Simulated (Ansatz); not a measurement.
# AlN₂ (doublet): wave-function methods side by side, def2-TZVPP

The task here is to estimate one member of a computed series from the others.

Program: Ansatz 0.2.0, Gaussian basis. Level of theory: def2-TZVPP, core rule «outside noble gas», up to 7 orbitals frozen. These are calculated values, not measurements.

The runs, in order: UHF; ROHF; CCSD(T) on UHF.

2 further runs of the same task are left out: 2 set aside as unsound or not needed.

### The system

The geometry is a PBE0/def2-TZVP stationary point (not a proven minimum).

3 atoms, charge 0, spin multiplicity 2.

Atoms are counted from 1 here; the program's logs count them from 0.

Bond lengths: Al1–N2 1.982 Å, N2–N3 1.127 Å. Angles: Al1–N2–N3 180.0°.

The first run:

Input file in.yaml:

```yaml
crystal:
  periodic: [false, false, false]
  atoms:
    - {symbol: Al, position_ang: [0.000000, 0.000000, 1.697108]}
    - {symbol: N, position_ang: [0.000000, 0.000000, -0.285214]}
    - {symbol: N, position_ang: [0.000000, 0.000000, -1.411894]}
basis:
  gaussian: {orbitals: def2-TZVPP}
magnetization: {spin_polarized: true, initial_magnetization: 1}
hamiltonian: {xc: hf}
output: {orbitals: {seedname: orbitals}}
```

Launch:

```sh
$ ansatz run in.yaml --threads 1 --pin off --events-out ev --progress --plain --max-ram 4096MiB --backend cpu
```

Steps of the session up to this table: UHF; ROHF; CCSD(T) on UHF.

One table of the session follows, with a row left open; its other results are not shown here.

```
  method  from UCCSD(T) (kcal/mol)
    ROHF                   +292.73
     UHF                         ?
    UMP2                    +25.78
   UCCSD                    +14.30
UCCSD(T)                         0
```

Q: Estimate the row for UHF from the others.

**Answer.** from UCCSD(T) (kcal/mol): +287.75. In the column «from UCCSD(T) (kcal/mol)» it lies between UMP2 (+25.78) and ROHF (+292.73).

With the free atoms at the same levels and basis (separate runs), the atomisation energy is 9.227 eV at UCCSD(T), 4.407 eV at ROHF.
